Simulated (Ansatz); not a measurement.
Results of PBE (PAW; Ansatz, a program for electronic structure) for rutile PbO2.

Run with plane-wave cutoff 520 eV, 12×12×16 k mesh (along the axes of the cell as run), Fermi–Dirac smearing 0.05 eV, scalar-relativistic PAW data made under PBE.

Cell (measured lattice):

```
CELL_PARAMETERS angstrom
      4.95780     0.00000     0.00000
      0.00000     4.95780     0.00000
      0.00000     0.00000     3.38780
ATOMIC_POSITIONS crystal
  Pb 0.00000 0.00000 0.00000
  Pb 0.50000 0.50000 0.50000
  O  0.30710 0.30710 0.00000
  O  0.80710 0.19290 0.50000
  O  0.19290 0.80710 0.50000
  O  0.69290 0.69290 0.00000
```

What does this level give for the smallest direct gap on the k points sampled?


- smallest direct gap on the k points sampled: 0.05 eV (under three smearing widths, so not firm)

Note: cell and atoms aren't relaxed at this level (largest force component 0.04 eV/Å, pressure 9.0 GPa).

Spin–orbit coupling is not included; it can close the smallest gap of 0.02 eV.

Computed values are for the static lattice.

It cost around 40 core-seconds (rough) of CPU time.
